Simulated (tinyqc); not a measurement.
Inside a calculation. Method: CIS on RHF in the sto-3g basis, for LiH, spin multiplicity 1. One step of it, computed by the program tinyqc.

Question. CIS matrix, triplets. A(ia,jb) = (e_a - e_i) d_ij d_ab - (ij|ab).

orbital energies (hartree): MO1 -2.345979, MO2 -0.300983, MO3 0.079489, MO4 0.163293, MO5 0.163293, MO6 0.596317

Two-electron integrals over orbitals (pq|rs), unique and non-zero (hartree):
```
p,q,r,s,(pq|rs)
1,1,1,1,1.657490
2,1,1,1,-0.123001
2,1,2,1,0.016443
2,2,1,1,0.393152
2,2,2,1,0.008449
2,2,2,2,0.501090
3,1,1,1,-0.136505
3,1,2,1,0.011932
3,1,2,2,-0.018429
3,1,3,1,0.021324
3,2,1,1,0.009612
3,2,2,1,-0.004037
3,2,2,2,-0.045420
3,2,3,1,0.000288
3,2,3,2,0.011381
3,3,1,1,0.396122
3,3,2,1,-0.012390
3,3,2,2,0.229861
3,3,3,1,0.002182
3,3,3,2,0.004866
3,3,3,3,0.339469
4,1,4,1,0.009822
4,2,4,1,0.007677
4,2,4,2,0.024560
4,3,4,1,0.010234
4,3,4,2,0.019184
4,3,4,3,0.041393
4,4,1,1,0.396292
4,4,2,1,-0.004850
4,4,2,2,0.280032
4,4,3,1,-0.004894
4,4,3,2,0.003822
4,4,3,3,0.282396
4,4,4,4,0.312946
5,1,5,1,0.009822
5,2,5,1,0.007677
5,2,5,2,0.024560
5,3,5,1,0.010234
5,3,5,2,0.019184
5,3,5,3,0.041393
5,4,5,4,0.016869
5,5,1,1,0.396292
5,5,2,1,-0.004850
5,5,2,2,0.280032
5,5,3,1,-0.004894
5,5,3,2,0.003822
5,5,3,3,0.282396
5,5,4,4,0.279207
5,5,5,5,0.312946
6,1,1,1,0.030667
6,1,2,1,-0.006852
6,1,2,2,-0.004767
6,1,3,1,0.000107
6,1,3,2,0.000653
6,1,3,3,0.008464
6,1,4,4,-0.000298
6,1,5,5,-0.000298
6,1,6,1,0.005738
6,2,1,1,-0.013378
6,2,2,1,0.006977
6,2,2,2,0.138016
6,2,3,1,-0.002304
6,2,3,2,-0.032564
6,2,3,3,-0.005970
6,2,4,4,-0.005169
6,2,5,5,-0.005169
6,2,6,1,0.001052
6,2,6,2,0.122271
6,3,1,1,0.017442
6,3,2,1,-0.005021
6,3,2,2,-0.050658
6,3,3,1,0.004615
6,3,3,2,0.007615
6,3,3,3,0.036146
6,3,4,4,0.000697
6,3,5,5,0.000697
6,3,6,1,0.003908
6,3,6,2,-0.030411
6,3,6,3,0.026307
6,4,4,1,-0.005791
6,4,4,2,-0.019317
6,4,4,3,-0.013905
6,4,6,4,0.019067
6,5,5,1,-0.005791
6,5,5,2,-0.019317
6,5,5,3,-0.013905
6,5,6,5,0.019067
6,6,1,1,0.361308
6,6,2,1,0.005686
6,6,2,2,0.459807
6,6,3,1,-0.011471
6,6,3,2,-0.040997
6,6,3,3,0.242446
6,6,4,4,0.270108
6,6,5,5,0.270108
6,6,6,1,-0.000857
6,6,6,2,0.145917
6,6,6,3,-0.042985
6,6,6,6,0.456950
```

Give: CIS matrix A, triplet.

Answer.

CIS matrix A, triplet (hartree), lower triangle:
```
,1>3,1>4,1>5,1>6,2>3,2>4,2>5,2>6
1>3,2.0293
1>4,0.0000,2.1130
1>5,0.0000,0.0000,2.1130
1>6,-0.0174,0.0000,0.0000,2.5810
2>3,0.0124,0.0000,0.0000,0.0050,0.1506
2>4,0.0000,0.0049,0.0000,0.0000,0.0000,0.1842
2>5,0.0000,0.0000,0.0049,0.0000,0.0000,0.0000,0.1842
2>6,0.0050,0.0000,0.0000,-0.0057,0.0507,0.0000,0.0000,0.4375
```
